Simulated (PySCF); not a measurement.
C5H11N.
Atom-mapped SMILES: `[CH3:1][C:2]([CH3:3])=[CH:4][CH2:5][NH2:6]` (hydrogens: H7, H8, H9 on C1; H10, H11, H12 on C3; H13 on C4; H14, H15 on C5; H16, H17 on N6)

Computed geometry: GFN2-xTB, gas phase.

Question: Give the optimised bond lengths and angles.

Answer: 
```json
{"bond": "C1–C2", "length (Å)": "1.500", "order": "single"}
{"bond": "C2–C3", "length (Å)": "1.501", "order": "single"}
{"bond": "C2=C4", "length (Å)": "1.327", "order": "double"}
{"bond": "C4–C5", "length (Å)": "1.501", "order": "single"}
{"bond": "C5–N6", "length (Å)": "1.456", "order": "single"}
{"bond": "C1–H7, C1–H8, C1–H9", "length (Å)": "1.089", "order": "single"}
{"bond": "C3–H10, C3–H11, C3–H12", "length (Å)": "1.088", "order": "single"}
{"bond": "C4–H13", "length (Å)": "1.081", "order": "single"}
{"bond": "C5–H14, C5–H15", "length (Å)": "1.101", "order": "single"}
{"bond": "N6–H16, N6–H17", "length (Å)": "1.015", "order": "single"}
```

Bonds in one row agree within 0.01 Å and their mean is given. Orders are formal, as drawn. A selection of angles:
```json
{"angle": "C2–C1–H7", "degrees": "110.1"}
{"angle": "C2–C1–H8", "degrees": "111.3"}
{"angle": "H7–C1–H8", "degrees": "108.8"}
{"angle": "H7–C1–H9", "degrees": "107.6"}
{"angle": "C1–C2–C3", "degrees": "114.6"}
{"angle": "C1–C2–C4", "degrees": "121.6"}
{"angle": "C3–C2–C4", "degrees": "123.7"}
{"angle": "C2–C3–H10", "degrees": "111.8"}
{"angle": "C2–C3–H11", "degrees": "109.9"}
{"angle": "H10–C3–H11", "degrees": "107.9"}
{"angle": "H10–C3–H12", "degrees": "108.9"}
{"angle": "C2–C4–C5", "degrees": "126.5"}
{"angle": "C2–C4–H13", "degrees": "119.9"}
{"angle": "C5–C4–H13", "degrees": "113.7"}
{"angle": "C4–C5–N6", "degrees": "109.7"}
{"angle": "C4–C5–H14", "degrees": "110.0"}
{"angle": "N6–C5–H14", "degrees": "112.9"}
{"angle": "N6–C5–H15", "degrees": "107.3"}
{"angle": "H14–C5–H15", "degrees": "107.2"}
{"angle": "C5–N6–H16", "degrees": "110.0"}
{"angle": "C5–N6–H17", "degrees": "110.5"}
{"angle": "H16–N6–H17", "degrees": "107.8"}
```

Dihedral angles: C1–C2–C4–C5 179° (antiperiplanar); C2–C4–C5–N6 170° (antiperiplanar). The mirror-image conformer, all signs reversed, is as good.

N6 (primary amine nitrogen) is pyramidal (angles 110.5°, 110.0° and 107.8°, sum 328.3°, 0.38 Å off the plane of its three neighbours). The 4 C–C bonds span 1.327 Å (C2=C4, drawn double) to 1.501 Å (C4–C5, drawn single), a spread of 0.174 Å. Of the pairs four or more bonds apart, H10···H14 is among the closest relative to their van der Waals radii: 2.18 Å, 91 % of the sum of Bondi's values.

Whether it is a minimum is left open (no frequencies). One conformer, not necessarily the lowest (C2–C4–C5–N6 170°, C4–C5–N6–H -63° and 179°).
